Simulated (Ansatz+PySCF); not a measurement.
A calculation with Ansatz (development build ahead of 0.2.0).

```yaml
crystal:
  periodic: [false, false, false]
  atoms:
    - { symbol: "N", position_ang: [0.0, 0.0, 0.0] }
    - { symbol: Si, position_ang: [1.00873, 1.34497, 2.91196] }
basis:
  gaussian: { orbitals: STO-3G }
total_charge: -1
hamiltonian:
  xc: hf
correlation:
  method: fci
  frozen_orbitals: { "N": 1, Si: 5 }
```

The input is written out in the form of the current development build from the run's settings.

Results

- Converged: yes
- Total energy: -338.93518 hartree
- State: lowest singlet root, of any spatial symmetry

Caution: no diffuse functions for an anion.
